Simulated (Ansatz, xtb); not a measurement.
**Relative energy of two structures of BHLiP**

We compare X, a singlet given by its coordinates, with Y, a singlet given by its coordinates. Both are isolated molecules in the gas phase, relaxed with r2SCAN-D4/def2-TZVP.

X (Å):

```json
{"atom": "B", "x (Å)": "-0.1729", "y (Å)": "-1.8898", "z (Å)": "-1.1119"}
{"atom": "Li", "x (Å)": "-0.6103", "y (Å)": "-3.8116", "z (Å)": "-0.3101"}
{"atom": "P", "x (Å)": "0.2726", "y (Å)": "-0.3455", "z (Å)": "-1.7491"}
{"atom": "H", "x (Å)": "1.1980", "y (Å)": "-1.4182", "z (Å)": "-1.2135"}
```

Close contacts (Å): B1–Li2 2.13, B1–P3 1.73, B1–H4 1.45, P3–H4 1.51.

Y (Å):

```yaml
atoms:
  - { symbol: B, position_ang: [0.0693, 0.5162, -0.0375] }
  - { symbol: Li, position_ang: [0.6854, -1.8026, -0.2396] }
  - { symbol: P, position_ang: [1.1602, 0.1968, -1.2819] }
  - { symbol: H, position_ang: [-0.6973, 0.7763, 0.8286] }
```

Close contacts (Å): B1–Li2 2.41, B1–P3 1.69, Li2–P3 2.30, B1–H4 1.19.

Q: Which of the two would you expect CCSD(T)/def2-TZVPP electronic energies to favour?

A: Structure Y; the calculation gives E(Y) − E(X) = −37.3 kcal/mol.

How the difference moves with the method:

| level | geometry | E(Y) − E(X) (kcal/mol) | departure from the last row (kcal/mol) | job, with rough time for the two |
| --- | --- | --- | --- | --- |
| r2SCAN-D4/def2-TZVP | r2SCAN-D4/def2-TZVP | −38.2 | −0.8 | optimisation, 44 s |
| HF/def2-TZVPP | r2SCAN-D4/def2-TZVP | −37.8 | −0.5 | part of the CCSD(T) run |
| MP2/def2-TZVPP | r2SCAN-D4/def2-TZVP | −39.8 | −2.4 | part of the CCSD(T) run |
| CCSD(T)/def2-TZVPP | r2SCAN-D4/def2-TZVP | −37.3 |  | single point, 5.3 s |

None of the levels shown reverses the order. The largest departure from CCSD(T)/def2-TZVPP is that of MP2/def2-TZVPP, 2.4 kcal/mol. Levels run at GFN2-xTB geometries aren't shown.

With harmonic frequencies from r2SCAN-D4/def2-TZVP (ideal gas, rigid rotor, one conformer each, 298.15 K, 1 atm): the zero-point term adds +1.6 kcal/mol; ΔH is −36.1 and ΔG −35.8 kcal/mol.

The correlated steps freeze 6 core orbitals; the last core shell of Li is correlated, in a basis made for valence electrons. Codes used: Ansatz 0.2.0; the last row on 1 thread of Arm Neoverse V1 on a shared host.
